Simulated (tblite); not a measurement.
Species: tetracyclo[2.2.0.02,6.03,5]hexane, C6H6.
SMILES with atom numbers: `[C@H:1]12[C@@H:2]3[C@H:3]1[C@@H:4]1[C@H:5]2[C@H:6]31` (hydrogens: H7 on C1; H8 on C2; H9 on C3; H10 on C4; H11 on C5; H12 on C6)

Computed with GFN2-xTB (tblite), gas phase: Langevin dynamics at 300 K from the optimised GFN2-xTB geometry, time step 0.5 fs, friction 0.01 fs⁻¹, 2000 steps.

Start geometry:
```
atom  x, y, z in Å
C1     -0.039   -0.328   -1.115
C2     -0.855   -0.783    0.065
C3     -0.885    0.661   -0.360
C4      0.301    0.961    0.576
C5      1.147   -0.029   -0.180
C6      0.331   -0.483    1.000
H7     -0.075   -0.632   -2.145
H8     -1.647   -1.506    0.127
H9     -1.704    1.273   -0.691
H10     0.580    1.850    1.111
H11     2.209   -0.055   -0.344
H12     0.638   -0.929    1.929
```

The statistics below take the 31 frames saved every 25 fs from 250 to 1000 fs; their kinetic temperature (all 3N coordinates) averages 280 K.

Task: Give the mean, spread and extremes of the bond lengths.

Result: 
| bond | start (Å) | mean (Å) | standard deviation (Å) | shortest (Å) | longest (Å) |
| --- | --- | --- | --- | --- | --- |
| C1–C2 | 1.505 | 1.517 | 0.031 | 1.452 | 1.597 |
| C2–C3 | 1.505 | 1.515 | 0.029 | 1.447 | 1.581 |
| C3–C4 | 1.540 | 1.536 | 0.035 | 1.476 | 1.625 |
| C4–C5 | 1.505 | 1.517 | 0.035 | 1.458 | 1.589 |
| C5–C6 | 1.505 | 1.514 | 0.024 | 1.438 | 1.544 |
| C1–C3 | 1.505 | 1.512 | 0.029 | 1.446 | 1.553 |
| C4–C6 | 1.505 | 1.512 | 0.029 | 1.428 | 1.585 |
| C1–C5 | 1.540 | 1.549 | 0.018 | 1.520 | 1.601 |
| C2–C6 | 1.540 | 1.548 | 0.025 | 1.502 | 1.595 |
| C1–H7 | 1.074 | 1.084 | 0.041 | 1.009 | 1.166 |
| C2–H8 | 1.075 | 1.077 | 0.023 | 1.027 | 1.123 |
| C3–H9 | 1.075 | 1.078 | 0.030 | 1.025 | 1.152 |
| C4–H10 | 1.075 | 1.074 | 0.019 | 1.031 | 1.102 |
| C5–H11 | 1.075 | 1.076 | 0.032 | 1.012 | 1.137 |
| C6–H12 | 1.074 | 1.079 | 0.030 | 1.024 | 1.128 |

Task: Give the same statistics for bond angles, one of each kind among heavy atoms.

Result: 
```
   angle  start (°)  mean (°)  standard deviation (°)  smallest (°)  largest (°)
C2–C1–C3       60.0      60.0                     1.5          57.5         62.7
C2–C1–C5       90.0      90.0                     1.6          87.6         93.8
```

Task: How far does each atom move about its mean position (frames aligned on the start, all atoms weighted alike), and what rms force does it feel?

Result: 
```json
{"atom": "C1", "rms displacement (Å)": "0.04", "rms force (eV/Å)": "1.90"}
{"atom": "C2", "rms displacement (Å)": "0.05", "rms force (eV/Å)": "1.82"}
{"atom": "C3", "rms displacement (Å)": "0.05", "rms force (eV/Å)": "1.91"}
{"atom": "C4", "rms displacement (Å)": "0.05", "rms force (eV/Å)": "1.86"}
{"atom": "C5", "rms displacement (Å)": "0.04", "rms force (eV/Å)": "1.80"}
{"atom": "C6", "rms displacement (Å)": "0.05", "rms force (eV/Å)": "1.79"}
{"atom": "H7", "rms displacement (Å)": "0.11", "rms force (eV/Å)": "1.37"}
{"atom": "H8", "rms displacement (Å)": "0.11", "rms force (eV/Å)": "0.88"}
{"atom": "H9", "rms displacement (Å)": "0.12", "rms force (eV/Å)": "1.03"}
{"atom": "H10", "rms displacement (Å)": "0.12", "rms force (eV/Å)": "0.80"}
{"atom": "H11", "rms displacement (Å)": "0.11", "rms force (eV/Å)": "1.16"}
{"atom": "H12", "rms displacement (Å)": "0.10", "rms force (eV/Å)": "1.07"}
```

The displacements run from 0.04 to 0.12 Å.

Task: How widely does the potential energy scatter, against a harmonic estimate?

Result: Mean 0.39 eV above the start, standard deviation 0.084 eV, range 0.22 to 0.56 eV. For 30 classical harmonic modes at 300 K the canonical values are 30kT/2 = 0.39 eV and kT·√(30/2) = 0.100 eV.

The run is classical and short, so these are rough statistics of one trajectory.

What follows is the cost of the whole dynamics run. The run took 6.3 s on one thread of an Intel Xeon Platinum 8488C, on a shared host, and the process peaked at 0.18 GiB of memory.
